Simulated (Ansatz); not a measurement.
Ni (fcc, Cu type): values from a third-order Birch-Murnaghan fit to a volume scan beside measured ones. Computed values: PBE (plane waves to 420 eV, PAW, scalar-relativistic; Ansatz, a quantum-chemistry and plane-wave program). Ni was relaxed with its symmetry unable to fall. Relaxed Ni ends ferromagnetic. Other magnetic orders were not checked, so this need not be the ground state.

| quantity | reference | kind |
|---|---|---|
| Lattice constant a (Å) | 3.508 | measured, corrected to the static lattice |
| Bulk modulus B₀ (GPa) | 192.5 | measured, corrected to the static lattice |

References as given in: Daniel Mejia-Rodriguez, S. B. Trickey, Physical Review B (2018), arXiv:1807.09216.

Q: What does PBE give, and how far is that from the reference?

A: 
```
quantity                  PBE  difference
----------------------  -----  ----------
Lattice constant a (Å)  3.518      +0.3 %
Bulk modulus B₀ (GPa)     198      +2.9 %
```

For the lattice constant a it lies within 0.3 % of the reference. For the bulk modulus B₀ it lies within 5 % of the reference.

(Under strain, the slope of the energy per volume gives the stress and its curvature an elastic modulus.)
